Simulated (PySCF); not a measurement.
# Atomic charges by several schemes

C4H8FN.
Cartesian coordinates in Å at the GFN2-xTB level; atoms count from 1:
```xyz
14
C4H8FN angstrom
F     -2.6417    0.5825   -0.1594
C     -1.7132   -0.3549    0.2236
C     -0.3768   -0.0879   -0.4550
C      0.4998    1.0377    0.1200
C      1.6221   -0.0047    0.2026
N      0.6429   -1.0632   -0.0631
H     -2.1043   -1.3351   -0.0666
H     -1.6204   -0.2983    1.3114
H     -0.5429    0.0098   -1.5367
H      0.6789    1.8849   -0.5354
H      0.1589    1.3906    1.0892
H      2.3864    0.1209   -0.5712
H      2.1105   -0.1245    1.1715
H      0.8992   -1.7585   -0.7531
```

Density: PBE0/pcSseg-1 (PySCF); schemes: Mulliken, IAO, Hirshfeld and ESP-fitted. One conformer (not necessarily the lowest) at the GFN2-xTB geometry, without solvent, vibrations or thermal averaging.

Q: For which atoms does the sign change between the 4 schemes (beyond +0.03 e in one, beyond −0.03 e in another)?

A: C2, C3, C5, H9 and H12.

Q: At which atom do the 4 schemes differ most?

A: At C3: from -0.162 (Mulliken) to +0.621 e (ESP-fitted), 0.783 e apart.

Q: Tabulate the Mulliken, IAO, Hirshfeld and ESP-fitted charges.

A: In e:

| atom | environment | Mulliken | IAO | Hirshfeld | ESP-fitted |
| --- | --- | --- | --- | --- | --- |
| F1 | alkyl fluorine | -0.347 | -0.335 | -0.130 | -0.224 |
| C2 | sp3 C–F carbon | +0.276 | +0.041 | +0.015 | -0.179 |
| C3 | sp3 carbon bound to nitrogen | -0.162 | -0.012 | +0.009 | +0.621 |
| C4 | four-membered-ring carbon | -0.223 | -0.280 | -0.074 | -0.609 |
| C5 | sp3 carbon bound to nitrogen | -0.015 | -0.147 | -0.026 | +0.447 |
| N6 | secondary amine nitrogen | -0.474 | -0.443 | -0.177 | -0.882 |
| H7 | methylene hydrogen | +0.100 | +0.137 | +0.041 | +0.111 |
| H8 | methylene hydrogen | +0.091 | +0.137 | +0.040 | +0.135 |
| H9 | methine hydrogen | +0.110 | +0.119 | +0.033 | -0.036 |
| H10 | methylene hydrogen | +0.132 | +0.144 | +0.044 | +0.143 |
| H11 | methylene hydrogen | +0.122 | +0.141 | +0.044 | +0.180 |
| H12 | methylene hydrogen | +0.105 | +0.119 | +0.035 | -0.037 |
| H13 | methylene hydrogen | +0.120 | +0.136 | +0.035 | -0.019 |
| H14 | N–H hydrogen | +0.166 | +0.241 | +0.110 | +0.348 |

Mean size of the charges over all atoms: ESP-fitted 0.284 e, Mulliken 0.174 e, IAO 0.174 e, Hirshfeld 0.058 e. Each set sums to the total charge, 0, to within 0.001 e. The IAO scheme counts the electrons in orthogonalised intrinsic atomic orbitals, a minimal basis polarised so that it spans the occupied orbitals exactly.

Q: How many electrons does the IAO scheme count on C5?

A: Z − q = 6 − (-0.147) = 6.147.

Q: How closely do the schemes follow one another over all atoms?

A: Correlation coefficient and root-mean-square difference: IAO with Hirshfeld 0.98, 0.134 e; Mulliken with IAO 0.91, 0.088 e; Mulliken with Hirshfeld 0.91, 0.145 e; Hirshfeld with ESP-fitted 0.71, 0.332 e; IAO with ESP-fitted 0.65, 0.293 e; Mulliken with ESP-fitted 0.53, 0.323 e.

Q: Sum the charges by element, for elements with more than one atom.

A: 
| element | atoms | Mulliken | IAO | Hirshfeld | ESP-fitted |
| --- | --- | --- | --- | --- | --- |
| C | 4 | -0.124 | -0.398 | -0.075 | +0.280 |
| H | 8 | +0.946 | +1.175 | +0.382 | +0.825 |

The run behind these numbers computed NMR shieldings as well. The run took 19 s wall (with the writing of density and orbital grids) on one thread of an Intel Xeon Platinum 8488C, no GPU, shared host with 96 logical CPUs at a one-minute load of 124, and the process peaked at 0.69 GiB of memory.
